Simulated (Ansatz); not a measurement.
# CHAlN+ (singlet): wave-function methods side by side, cc-pVDZ

The task here is to estimate one member of a computed series from the others.

Program: Ansatz 0.2.0, Gaussian basis. Level of theory: cc-pVDZ, core rule «outside noble gas», up to 7 orbitals frozen. These are calculated values, not measurements.

To be run: UHF; CCSD(T) on RHF; CCSD(T) on UHF; BCCD(T) on RHF; CISD; CCSDT(Q) on RHF; CCSDT(Q) on UHF; CASSCF and MRCISD+Q, 8 electrons in 8 orbitals; CASSCF and NEVPT2, 8 electrons in 8 orbitals.

17 further runs of the same task are left out: 4 that didn't finish, 13 set aside as unsound or not needed.

**The system**

The geometry is a PBE0/def2-TZVP stationary point (not a proven minimum) of the parent state, kept for this charge and spin.

4 atoms, charge 1, spin multiplicity 1.

Atoms are counted from 1 here; the program's logs count them from 0.

Bond lengths: Al1–C2 2.161 Å, Al1–N3 2.007 Å, C2–N3 1.217 Å, C2–H4 1.095 Å. Angles: C2–Al1–N3 33.7°, Al1–C2–N3 66.2°, Al1–C2–H4 157.1°, N3–C2–H4 136.7°, Al1–N3–C2 80.1°.

Set-up of the first run:

File in.yaml:

```yaml
crystal:
  periodic: [false, false, false]
  atoms:
    - {symbol: Al, position_ang: [0.000000, 0.105264, 1.006952]}
    - {symbol: C, position_ang: [0.000000, 0.485411, -1.119862]}
    - {symbol: N, position_ang: [0.000000, -0.696891, -0.832779]}
    - {symbol: H, position_ang: [0.000000, 1.082252, -2.038110]}
basis:
  gaussian: {orbitals: cc-pVDZ}
total_charge: 1
magnetization: {spin_polarized: true, initial_magnetization: 0}
hamiltonian: {xc: hf}
output: {orbitals: {seedname: orbitals}}
```

Run with:

```
$ ansatz run in.yaml --threads 1 --pin off --events-out ev --progress --plain --max-ram 2393MiB
```

Steps of the session up to this table: UHF; CCSD(T) on RHF; CCSD(T) on UHF; BCCD(T) on RHF; CISD; CCSDT(Q) on RHF; CCSDT(Q) on UHF; CASSCF and MRCISD+Q, 8 electrons in 8 orbitals; CASSCF and NEVPT2, 8 electrons in 8 orbitals.

One table of the session follows, with a row left open; its other results are not shown here.

It belongs to the step «Misses and costs». 

| method | from RCCSDT(Q) (meV) |
| --- | --- |
| RHF | +10154.6 |
| UHF | +9623.0 |
| RMP2 | +990.1 |
| UMP2 | +1924.2 |
| CISD | ? |
| RCCSD | +527.1 |
| UCCSD | +585.5 |
| RCCSD(T) | +67.7 |
| UCCSD(T) | +145.2 |
| BCCD(T) | +67.2 |
| RCCSDT | +62.2 |
| UCCSDT | +73.1 |
| RCCSDT(Q) | 0 |
| UCCSDT(Q) | +1.2 |
| CASSCF frontier | +5858.4 |
| MRCISD frontier | +572.3 |
| MRCISD+Q frontier | +54.1 |

Estimate the missing values for CISD.

The run gave: from RCCSDT(Q) (meV): +1598.2. In the column «from RCCSDT(Q) (meV)» it lies between RMP2 (+990.1) and UMP2 (+1924.2).

Not comparable, so not listed: CASSCF and NEVPT2, 8 electrons in 8 orbitals (they don't share determinant, frozen orbitals or solution with the rows shown, or repeat one).

Limits of these values: The determinant is far from a pure spin state, so its energy mixes those of several spin states (harmless only where they are near-degenerate, as at dissociation). Warnings: restricted reference is unstable; spin contamination. Restricted and unrestricted rows rest on different reference determinants; where their highest levels disagree by more than a few hundredths of an eV, they describe different states and don't form one ladder. Warnings in the runs' records: passed over end.
